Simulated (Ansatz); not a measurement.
Compare A (`CC(Cl)/C=C/O`) with its isomer B (`C=C(Cl)OCC`).

Gas-phase electronic energies from Ansatz, PBE0-D4/def2-TZVP geometries. CBS: MP2 limit from def2 TZ/QZ plus the TZ coupled-cluster correction, frozen cores. DFT in def2-TZVPP. B3LYP here is the variant with VWN-RPA as its local correlation; programs differ in this. Each species was taken in one conformer, which may not be the lowest.

Which isomer does CCSD(T)/CBS put lower? Give the gap. (Best estimate.)

Ansatz gave: A, by 10.4 kcal/mol.

Give E(B) − E(A) in kcal/mol with B3LYP, CCSD(T)/def2-TZVPP, PBE0-D4, CCSD/def2-TZVPP, MP2/def2-TZVPP, B2PLYP, B3LYP-D4. (Best estimate.)

Computed: B3LYP 8.4, CCSD(T)/def2-TZVPP 9.6, PBE0-D4 9.5, CCSD/def2-TZVPP 9.7, MP2/def2-TZVPP 10.4, B2PLYP 9.0, B3LYP-D4 8.6. None reverses the order clearly.

Largest T1 diagnostic: 0.011.
